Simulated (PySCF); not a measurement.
Molecule: SMILES C(OCCC)F, C₄H₉FO.

Cartesian coordinates in Å; atom numbers follow the order of the lines, from 1:
```xyz
15

C     2.2797   -0.4163    0.1089
C     1.1056    0.5534    0.1407
C    -0.2268   -0.1796    0.0628
O    -1.2760    0.7826    0.1490
C    -2.5252    0.2738   -0.0168
F    -2.8853   -0.5504    1.0322
H     2.2717   -1.0010   -0.8085
H     3.2187    0.1283    0.1617
H     2.2323   -1.1016    0.9521
H     1.1229    1.1336    1.0637
H     1.1696    1.2526   -0.6944
H    -0.3136   -0.7287   -0.8868
H    -0.3160   -0.8979    0.8878
H    -2.6279   -0.3491   -0.9235
H    -3.2342    1.1083   -0.0207
```

Frames of a GFN2-xTB Langevin trajectory at 300 K; GIAO PBE0/pcSseg-1 shieldings in PySCF 2.14, gas phase, non-relativistic; equivalent atoms averaged within each frame.

Referencing at the same level of theory: TMS for ¹³C (186.93 ppm) and ¹H (31.72 ppm); ¹⁷O (336.08 ppm) against H2O; ¹⁹F (170.95 ppm) vs CFCl3. The references are static minima.

Problem. How do the shifts (ppm) fluctuate along the trajectory?

Solution. 
```
         time (fs)     C5    C3    C2    C1    O4      F6  H14/H15  H12/H13  H7/H8/H9  H10/H11
               250  103.6  70.4  24.6  21.3  92.6  -185.6     5.76     2.95      2.06     1.65
               425  109.1  85.0  30.5  16.3  99.0  -170.2     5.83     4.69      1.66     2.53
               625  109.5  70.6  23.8  10.6  88.8  -170.6     5.98     3.02      0.85     1.35
               800  109.9  70.9  25.3  11.5  86.9  -155.1     5.91     2.95      1.03     1.97
              1000  104.9  72.8  26.7   7.1  94.6  -184.4     5.22     4.16      0.22     2.39
    mean of frames  107.4  74.0  26.2  13.4  92.4  -173.2     5.74     3.55      1.16     1.98
standard deviation    2.9   6.3   2.7   5.5   4.8    12.5     0.30     0.81      0.72     0.49
```

5 frames give an uncertainty of the mean of about the standard deviation over 2.2 at best, since frames this close in time may not be independent; classical motion lacks zero-point vibration, and the reference would need the same averaging.
